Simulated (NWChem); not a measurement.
System: SiH2 cation, doublet

Results from NWChem. Spin-unrestricted. In the optimisation the excess spin sits in a1 (C2v, its own frame). Geometry: optimised at B3LYP/6-31G* (spherical d), spin-unrestricted. No stability test was run on the SCF state.

Principal g shifts at B3LYP/x2c-TZVPall, ZORA: -19.18, 0.24, 3.12 ppt from the free-electron value 2.002319.

Problem. Give the g values and the resonance fields at 9.5 GHz, hyperfine structure aside.

Solution. 
1. g = 2.002319 + Δg/1000 = 1.9831, 2.0026, 2.0054; mean 1.9970.
2. B = hν/(g μB) = 342.3, 338.9, 338.5 mT.
3. A powder spectrum spans 3.8 mT; in solution the line sits at 339.9 mT.
